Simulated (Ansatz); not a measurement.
Ideal-gas functions of CH4Si, SMILES `C=[SiH2]` at 800 K and 1 bar, from an Ansatz frequency run at PBE0-D4/def2-TZVP.

Molar mass 44.13 g/mol, point group C2v (symmetry number 2), electronic degeneracy 1, moments of inertia 4.82, 33.988, 38.808 u Å². Harmonic wavenumbers (cm⁻¹, unscaled): 472, 479, 732, 776, 824, 935, 1007, 1387, 2265, 2286, 3168, 3260.

Use S(trans) = R[1.5 ln M + 2.5 ln T − 1.1517]; rotational temperatures θ = 24.2544 K / I; S(rot) = R[ln(√π/σ · √(T³/θAθBθC)) + 1.5]; for each mode x = 1.438777 ν̃/T, S = R[x/(eˣ − 1) − ln(1 − e⁻ˣ)] and H = RT x/(eˣ − 1); 1 cm⁻¹ = 0.0119627 kJ/mol; R = 8.31446 J/(mol·K).

By hand: the entropy, in J/(mol·K).

Translation 176.6. Rotation: θ = 5.032, 0.7136, 0.625 K, giving 91.5. Vibration, mode by mode: 9.92, 9.81, 6.60, 6.19, 5.77, 4.91, 4.43, 2.58, 0.73, 0.71, 0.19, 0.16, in all 52.0. Electronic 0.0. Sum 320.1 J/(mol·K).

By hand: H − E and G − E in kJ/mol, counted from the electronic energy.

Zero-point energy ½ × 17591 × 0.0119627 = 105.2; thermal vibration 25.1; translation, rotation and pV give 4 RT = 26.6. H − E = 156.9 kJ/mol, and G − E = 156.9 − 800 × 320.1/1000 = -99.2 kJ/mol.

Vibration gives 16 % of the entropy.
